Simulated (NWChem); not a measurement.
# PH2F (SMILES FP) at r2SCAN-L/6-311G

What is the energy difference between two shapes of PH2F at r2SCAN-L/6-311G? 

The results are computed with NWChem 7.3.0.

2 further runs of the same task are left out: 1 that didn't finish, 1 set aside as unsound or not needed.

**1. The system as given**

PH2F has 4 atoms, charge 0, and is taken as a singlet. As SMILES, `FP`. The shape is that of a GFN2-xTB optimisation.

Bond lengths: F1–P2 1.632 Å, P2–H3 1.406 Å, P2–H4 1.406 Å. Angles: F1–P2–H3 93.5°, F1–P2–H4 93.5°, H3–P2–H4 91.6°.

**2. Energy and gradient at r2SCAN-L/6-311G**

File run.nw:

```
start run
memory 2200 mb
geometry noautoz
 F      1.160540     0.668850    -0.222660
 P     -0.072030    -0.369080    -0.479670
 H     -1.053910     0.574260    -0.129560
 H     -0.034600    -0.874030     0.831900
end
basis spherical
 F library 6-311G
 P library 6-311G
 H library 6-311G
end
dft
 xc r2scanl
 grid coarse
 print low
end
task dft gradient
```

Run with:

```console
$ nwchem run.nw > run.out
```

The log of the run, shortened:

```text
[...]
 Group name             Cs
[...]
 d= 0,ls=0.0,diis     1   -442.4538521896 -5.02D+02  3.06D-02  5.83D-01     0.1
[...]
 d= 0,ls=0.0,diis     9   -442.5141658835 -1.09D-07  3.35D-06  1.42D-08     0.5
         Total DFT energy =     -442.514165883503
      One electron energy =     -731.216544014831
           Coulomb energy =      263.754422512066
    Exchange-Corr. energy =      -34.681066396063
 Nuclear repulsion energy =       59.629022015324
[...]
                         DFT ENERGY GRADIENTS
    atom               coordinates                        gradient
                 x          y          z           x          y          z
   1 F      -0.053054   2.032995   0.000000    0.005024  -0.073474   0.000000
   2 P      -0.187996  -1.047596   0.000000    0.020803   0.056373   0.000000
   3 H       1.648715  -1.291508  -1.904067   -0.012914   0.008551   0.016150
   4 H       1.648715  -1.291508   1.904067   -0.012914   0.008551  -0.016150
 Task  times  cpu:        0.8s     wall:        0.8s
 Total times  cpu:        0.8s     wall:        0.8s
```

Wall time 1.3 s (1 thread of AMD EPYC 9R45 (Zen 5), shared host); peak memory 0.11 GiB.

**3. The distorted shape, same level**

File fh2p.nw:

```
echo
start fh2p
memory total 2200 mb
charge 0

geometry units au noautoz
  F   2.22079480  1.38806242 -0.25547963
  P  -0.05089410 -0.82281888 -0.81039771
  H  -1.84777043  1.14056310 -0.14782005
  H  -0.34213114 -1.77594760  1.41720011
end

basis spherical
  F library 6-311G
  P library 6-311G
  H library 6-311G
end

dft
  xc r2scanl
  grid coarse
end

task dft gradient
```

Run with:

```console
$ nwchem fh2p.nw > fh2p.out
```

The log of the run, shortened:

```text
[...]
          Wavefunction type:  closed shell.
          No. of atoms     :     4
          No. of electrons :    26
[...]
          Charge           :     0
          Spin multiplicity:     1
[...]
          AO basis - number of functions:    40
[...]
              XC Information
              --------------
                    r^2SCAN-L Method XC Functional
             r^2SCAN-L metaGGA Exchange Functional  1.000
                   r^2SCAN-L Correlation Potential  1.000
[...]
 d= 0,ls=0.0,diis     1   -442.4387835035 -5.01D+02  3.59D-02  6.18D-01     0.2
[...]
 d= 0,ls=0.0,diis     9   -442.5065402664 -1.03D-07  4.69D-06  3.24D-08     0.8
         Total DFT energy =     -442.506540266365
      One electron energy =     -728.258999685952
           Coulomb energy =      262.335426089425
    Exchange-Corr. energy =      -34.674841007321
 Nuclear repulsion energy =       58.091874337483
[...]
  wavefunction    = closed shell
                         DFT ENERGY GRADIENTS
    atom               coordinates                        gradient
                 x          y          z           x          y          z
   1 F       0.057497   2.118870  -0.023154   -0.012888  -0.033532  -0.006018
   2 P       0.132298  -1.096618  -0.130595    0.015444   0.005676   0.084773
   3 H      -2.606888  -0.967247  -0.077978    0.003333   0.014447   0.006617
   4 H       0.104945  -1.653309   2.245287   -0.005889   0.013410  -0.085372
[...]
```

It took 1.6 s on 1 thread of AMD EPYC 9R45 (Zen 5), shared host; peak memory 0.11 GiB.

**4. What came out**

At r2SCAN-L/6-311G:

```
                                 quantity          value
                first shape: total energy  -442.51417 Eh
    first shape: largest force on an atom     3.787 eV/Å
            distorted shape: total energy  -442.50654 Eh
           distorted shape: dipole moment         2.43 D
             distorted shape: HOMO energy       -6.85 eV
             distorted shape: LUMO energy       -2.07 eV
           distorted shape: HOMO–LUMO gap        4.79 eV
distorted shape: largest force on an atom     4.454 eV/Å
   energy change with the atoms displaced       0.208 eV
```

**Reading.** With the atoms displaced the energy rises by 0.21 eV (20.0 kJ/mol). The first shape isn't relaxed at this level, so the change isn't measured from a minimum. The largest force (first shape) is 3.79 eV/Å: the shape isn't a stationary point for this species at this level.
